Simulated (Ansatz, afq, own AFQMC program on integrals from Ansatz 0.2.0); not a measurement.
## AFQMC, coupled cluster and functionals along a coordinate of NH3⁺, doublet

```xyz
4

N     0.0000    0.0000    0.0000
H     1.0240    0.0138   -0.0001
H    -0.5239    0.8799   -0.0028
H    -0.5001   -0.8937    0.0028
```

The N1–H2 distance is changed with both sides rigid. Energies in mEh count from this geometry (1.024 Å) at the same level; the start stands on UHF, each point on the determinant named.

Basis 6-31G. Only valence electrons are correlated. Ansatz 0.2.0 and our own AFQMC program on the same integrals; the CISD trial comes from CCSD amplitudes, and released means the phaseless constraint is let go. Uncertainties: one standard error, sampling alone.

Cautions, each for one point or more: strong correlation; the ph-AFQMC/CISD walk drifts between its halves; unrestricted determinant spin contaminated.

```tsv
r(N1–H2) / Å	det.	T1	weight	⟨S²⟩	B3LYP	r2SCAN	CCSD(T)
0.918	UHF	0.006	0.96	0.76	11.9	11.6	12.3
1.149	UHF	0.009	0.95	0.76	8.8	9.2	8.6
1.427	UHF	0.020	0.94	0.80	57.9	58.8	56.5
1.916	UHF	0.086	0.80	1.31	139.8§	139.5§	136.8
2.731	UHF	0.044	0.90	1.72	194.4§	192.0§	199.5
```

Estimate the curve of full CI, counted from the same start.


```json
{"r(N1–H2) / Å": "0.918", "det.": "UHF", "T1": "0.006", "weight": "0.96", "⟨S²⟩": "0.76", "FCI": "12.3", "ph-AFQMC/CISD": "12.4 ± 0.05", "released AFQMC": "12.4 ± 0.03", "CCSDT(Q)": "12.3"}
{"r(N1–H2) / Å": "1.149", "det.": "UHF", "T1": "0.009", "weight": "0.95", "⟨S²⟩": "0.76", "FCI": "8.5", "ph-AFQMC/CISD": "8.6 ± 0.06", "released AFQMC": "8.5 ± 0.04", "CCSDT(Q)": "8.5"}
{"r(N1–H2) / Å": "1.427", "det.": "UHF", "T1": "0.020", "weight": "0.94", "⟨S²⟩": "0.80", "FCI": "56.3", "ph-AFQMC/CISD": "56.3 ± 0.09", "released AFQMC": "56.3 ± 0.05", "CCSDT(Q)": "56.3"}
{"r(N1–H2) / Å": "1.916", "det.": "UHF", "T1": "0.086", "weight": "0.80", "⟨S²⟩": "1.31", "FCI": "135.8", "ph-AFQMC/CISD": "136.1 ± 0.1", "released AFQMC": "–", "CCSDT(Q)": "135.8"}
{"r(N1–H2) / Å": "2.731", "det.": "UHF", "T1": "0.044", "weight": "0.90", "⟨S²⟩": "1.72", "FCI": "197.7", "ph-AFQMC/CISD": "198.9 ± 0.1", "released AFQMC": "–", "CCSDT(Q)": "197.7"}
```

Weight is that of the determinant in the CISD state; at the start T1 is 0.007 and the weight 0.96, and ⟨S²⟩ is 0.76. A dash marks a missing value, a released energy that hasn't settled or a functional that sits on another state. § marks a functional whose ⟨S²⟩ is too high by over 0.1. Largest departures from full CI: CCSD(T) 1.8 mEh at 2.731 (on UHF), ph-AFQMC/CISD 1.2 mEh at 2.731 (on UHF), released AFQMC 0.1 mEh at 1.427 (on UHF) (within the noise), CCSDT(Q) 0.0 mEh at 2.731 (on UHF), B3LYP 1.6 mEh at 1.427, r2SCAN 2.6 mEh at 1.427. Functionals count only at points shown to share the start's state and spin. In this small basis the wave-function levels are far from their limit, so their gap to the functionals isn't the functionals' error.

CCSDT and higher add their correlation energy to the determinant of the CCSD(T) run, since their own runs factorise the integrals more tightly (a shift of under 2 meV). A walk keeps the symmetry of its determinant, which the program's search chose and which needn't be the lowest solution, so a lower state of the same spin and another symmetry isn't excluded. Released energies are given only where the last usable release times agree within the noise; a slower fall can still hide under it.
